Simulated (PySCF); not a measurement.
## SO₃: umbrella curve

Computed with r2SCAN in PySCF with S def2-TZVP, O def2-TZVP; no relativity; density-fitted integrals.

Rigid scan from the singlet minimum (S–O 1.429 Å (×3); O–S–O 120.0° (×3)). Coordinate: angle between each bond and the threefold axis, bonds fixed. Energies in kJ/mol from the minimum.

**Question.** Predict the curve at 55, 60, 65, 70, 75, 80, 85, 90.

**Answer.** 
```json
{"angle of the bonds to the threefold axis (°)": "55", "E (kJ/mol)": "592.3", "dipole size (D)": "1.40"}
{"angle of the bonds to the threefold axis (°)": "60", "E (kJ/mol)": "509.0", "dipole size (D)": "1.69"}
{"angle of the bonds to the threefold axis (°)": "65", "E (kJ/mol)": "372.0", "dipole size (D)": "2.19"}
{"angle of the bonds to the threefold axis (°)": "70", "E (kJ/mol)": "223.9", "dipole size (D)": "1.77"}
{"angle of the bonds to the threefold axis (°)": "75", "E (kJ/mol)": "120.4", "dipole size (D)": "1.34"}
{"angle of the bonds to the threefold axis (°)": "80", "E (kJ/mol)": "51.9", "dipole size (D)": "0.90"}
{"angle of the bonds to the threefold axis (°)": "85", "E (kJ/mol)": "12.8", "dipole size (D)": "0.45"}
{"angle of the bonds to the threefold axis (°)": "90", "E (kJ/mol)": "0.0", "dipole size (D)": "0.00"}
```

The scan took 2.5 min on 2 threads of a shared Arm Neoverse V1 host; the process peaked at 1.3 GiB.
